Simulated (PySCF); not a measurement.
B3LYP has the VWN-RPA correlation part, as in Gaussian. 

**CN, SMILES `[C]#N` (charge 0, multiplicity 2)**

These are B3LYP-D3(BJ)/def2-TZVP (PySCF) values and carry that method's errors.

```json
{
  "highest_occupied_spin_orbital": "-10.57 eV",
  "dipole_moment": "1.37 D",
  "total_energy": "-92.7500 Ha",
  "cost": "very roughly 8 core-seconds"
}
```

```xyz
2

C      0.5811     0.0000     0.0000
N     -0.5811     0.0000     0.0000
```
Charge 0, spin multiplicity 2.
